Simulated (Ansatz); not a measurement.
# Relative energies of C2H6S isomers

2 of its isomers, all singlets with charge 0: A = ethanethiol `CCS`; B = dimethyl sulfide `CSC`.

Shapes, held fixed at every level: PBE0-D4/def2-TZVP. Flexible molecules stand in one conformer, not always the lowest. Programs: Ansatz 0.2.0.

Enthalpies at 298 K in kJ/mol, with harmonic thermal terms from PBE0-D4/def2-TZVP. Measured gas-phase heats of formation: A CRC Handbook of Chemistry and Physics; B CRC Handbook of Chemistry and Physics.

```
                level                   kind  B − A
        HF/def2-TZVPP           Hartree–Fock  +10.4
  BHLYP-D4/def2-TZVPP          global hybrid   +9.1
   PBE0-D4/def2-TZVPP          global hybrid   +7.8
r2SCAN0-D4/def2-TZVPP          global hybrid   +8.1
    B2PLYP/def2-TZVPP          double hybrid   +8.4
       MP2/def2-TZVPP    perturbation theory  +10.1
 CCSD(T)/CBS estimate  coupled cluster or CI   +9.6
             measured             experiment   +8.7
```

Experiment puts A lowest of these. All levels agree on that. Absolute errors: B2PLYP/def2-TZVPP 0.3; BHLYP-D4/def2-TZVPP 0.4; r2SCAN0-D4/def2-TZVPP 0.6; PBE0-D4/def2-TZVPP 0.9; CCSD(T)/CBS estimate 0.9; MP2/def2-TZVPP 1.4; HF/def2-TZVPP 1.7 kJ/mol. The CBS estimate extrapolates MP2 from def2-TZVPP and def2-QZVPP and adds CCSD(T) − MP2 in the triple-zeta set, cores frozen. Gaps this small can turn on the conformers taken.
